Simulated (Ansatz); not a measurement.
# CH7AlO: the cost of one run

Program: Ansatz 0.2.0. Level of theory: RKS PBE0-D4/6-31G*. These are calculated values, not measurements.

### Step 1. The structure to begin with

Bond lengths: C1–O2 1.349 Å, O2–Al3 1.833 Å, C1–H4 1.143 Å, C1–H5 1.110 Å, C1–H6 1.151 Å, O2–H7 0.987 Å, Al3–H8 1.548 Å, Al3–H9 1.647 Å, Al3–H10 1.628 Å. Angles (14 of 15 angles, heavy atoms first): C1–O2–Al3 107.8°, C1–O2–H7 107.5°, Al3–O2–H7 104.1°, O2–C1–H4 106.6°, O2–C1–H5 116.4°, O2–C1–H6 113.1°, O2–Al3–H8 111.6°, O2–Al3–H9 110.9°, O2–Al3–H10 109.8°, H4–C1–H5 107.5°, H4–C1–H6 102.1°, H5–C1–H6 110.0°, H8–Al3–H9 110.2°, H8–Al3–H10 107.6°.

Coordinates:

```xyz
10

C    -0.9410    0.6143   -0.5998
O     0.3692    0.3200   -0.7299
Al    0.8999   -0.5550    0.7911
H    -1.2450    1.1791   -1.5463
H    -1.6318   -0.2477   -0.4894
H    -1.1495    1.3926    0.2225
H     0.4507   -0.3611   -1.4400
H     0.1165   -1.8749    0.9917
H     0.7335    0.4124    2.1135
H     2.4806   -0.9309    0.6895
```

### Step 2. End point A

Contents of input.yaml:

```yaml
crystal:
  periodic: [false, false, false]
  atoms:
    - { symbol: C, position_ang: [-0.941, 0.6143, -0.5998] }
    - { symbol: O, position_ang: [0.3692, 0.32, -0.7299] }
    - { symbol: Al, position_ang: [0.8999, -0.555, 0.7911] }
    - { symbol: H, position_ang: [-1.245, 1.1791, -1.5463] }
    - { symbol: H, position_ang: [-1.6318, -0.2477, -0.4894] }
    - { symbol: H, position_ang: [-1.1495, 1.3926, 0.2225] }
    - { symbol: H, position_ang: [0.4507, -0.3611, -1.44] }
    - { symbol: H, position_ang: [0.1165, -1.8749, 0.9917] }
    - { symbol: H, position_ang: [0.7335, 0.4124, 2.1135] }
    - { symbol: H, position_ang: [2.4806, -0.9309, 0.6895] }
basis:
  gaussian: { orbitals: "6-31G*" }
hamiltonian:
  xc: pbe0
  dispersion: d4
relax:
  f_tol: 0.015
  max_steps: 40
```

Started as:

```console
$ ansatz run input.yaml --threads 1 --pin off --max-ram 2048MiB --backend cpu --events-out ev --progress --plain --runs-dir out
```

**Question.** How long does this run take on 1 thread of Intel Xeon at 2.70GHz, shared host, and how much memory does it need?

About 34 s, with a peak of 0.14 GiB.
